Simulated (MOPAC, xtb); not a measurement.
System: H₆, lowest singlet found (which spin is the ground state isn't settled by this scan): regular ring of 6 H atoms, symmetric stretch. Scanned: H-H side. Each profile is relative to its own lowest point.

```
r / Å      A      B      C
-----  -----  -----  -----
0.63   256.9  344.8      —
0.70   147.1  180.1      —
0.77    73.5   86.0      —
0.84    28.3   36.9      —
0.90     7.5   15.6      —
0.96     0.0    4.5      —
1.03     3.9    0.0    0.0
1.12    22.5    3.7   28.2
1.23    56.6   17.8   79.5
1.35    99.8   40.3  145.4
1.53   166.7   81.0  246.8
1.71   231.2  123.9  339.4
1.98   317.7  184.6  451.5
2.25   387.2  236.0  532.9
2.61   454.4  287.3  606.3
3.06   507.6  326.4  661.7
```

Energies in kcal/mol.

**Question.** Which curve belongs to which method? The methods are AM1, restricted, heats of formation (MOPAC); GFN1-xTB (xtb 6.7.1); PM6, restricted, heats of formation run with MOPAC.

**Answer.** A is AM1; B is GFN1-xTB; C is PM6.

A dash means that the run gave no value there, or that the column was ended at a point which the program doubted or which failed a test of continuity chosen for this set; such a test can also cut sound points.
